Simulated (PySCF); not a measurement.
Fill in the blanks.

The chloromethyl radical, CH₂Cl (doublet state).
Z-matrix (Å and degrees, PBE0-D3(BJ)/def2-SVP geometry), rows numbered from 1:
```
C 
Cl  1  1.6955
H   1  1.0896  2  118.10
H   1  1.0896  2  118.09  3   179.43
```

```csv
property,level,value
point group,PBE0-D3(BJ)/def2-SVP,?
"rotational constants A, B, C",PBE0-D3(BJ)/def2-SVP,"271.371, 15.905, 15.025 GHz"
dipole moment,PBE0-D3(BJ)/def2-SVP,?
isotropic g value,"unrestricted B3LYP/IGLO-III on C Cl, pcH-1 on H, mean-field spin–orbit",2.00668
spin squared ⟨S²⟩,"unrestricted B3LYP/IGLO-III on C Cl, pcH-1 on H",?
largest isotropic hyperfine couplings (means over sets of like nuclei),"unrestricted B3LYP/IGLO-III on C Cl, pcH-1 on H, mean-field spin–orbit",?
```

Electronic properties: PySCF, gas phase, density fitting.

Q: The spin squared ⟨S²⟩?

A: 0.755.

Q: Give the dipole moment.

A: 1.01 D.

Q: The point group?

A: C2v.

Q: Give the largest isotropic hyperfine couplings (means over sets of like nuclei).

A: 13C +94.9 (C1), 1H -66.4 (H3/H4), 35Cl +6.5 (Cl2) MHz.

A dipole of 1.01 D is allowed in C2v, and pure rotational transitions are dipole-allowed. The dipole equals about 3.4 × 10⁻³⁰ C·m (1 D = 3.33564 × 10⁻³⁰ C·m). ⟨S²⟩ is 0.005 above the pure-spin value S(S + 1) = 0.75. With B = h/(8π²I), that is 505.379 GHz u Å² over I, the principal moments of inertia are 1.86, 31.8 and 33.6 u Å² (most abundant isotopes). g_iso is shifted by about +4360 ppm from the free-electron value 2.002319.
